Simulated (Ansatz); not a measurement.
System: fcc Au. Method: BLYP in Ansatz (PAW).

Run with plane-wave cutoff 520 eV, 24×24×24 k mesh, Fermi–Dirac smearing 0.05 eV, scalar-relativistic PAW data made under PBE.

The volume scan:

```json
[
 {"V (Å³/atom)": "18.259", "E − E_lowest (meV/atom)": "26.55"},
 {"V (Å³/atom)": "18.647", "E − E_lowest (meV/atom)": "11.29"},
 {"V (Å³/atom)": "19.036", "E − E_lowest (meV/atom)": "2.73"},
 {"V (Å³/atom)": "19.424", "E − E_lowest (meV/atom)": "0.00"},
 {"V (Å³/atom)": "19.813", "E − E_lowest (meV/atom)": "2.29"},
 {"V (Å³/atom)": "20.201", "E − E_lowest (meV/atom)": "8.90"},
 {"V (Å³/atom)": "20.590", "E − E_lowest (meV/atom)": "19.27"}
]
```

Problem. Fit the third-order Birch–Murnaghan equation and give B0 and B′.

Solution. V0 = 19.432 Å³/atom, B0 = 103 GPa, B′ = 6.3 (fit to the energies at full precision).

Measured, for comparison: bulk modulus 182 GPa (0 K value with the zero-point phonon effect removed, our sources range from 175 to 182; as tabulated in Mejia-Rodriguez and Trickey (2018), arXiv:1807.09216); equilibrium volume per atom 16.76 Å³/atom (static lattice: zero-point anharmonic expansion removed; as tabulated in Mejia-Rodriguez and Trickey (2018), arXiv:1807.09216). Computed (rounded) less measured: bulk modulus -43 % (-41 % to -43 % over the range), equilibrium volume per atom +15.9 %.

Note: the cell is over a tenth larger than the published one: the level's own overestimate first of all, though another phase or state, or a fault of the published cell, is possible.

Spin–orbit coupling is not included; it can shift volumes and moduli of such heavy elements.

The computed numbers hold no vibrational or temperature effects.

The result took about 50 core-seconds (a rough figure).

Ansatz is a first-principles code.
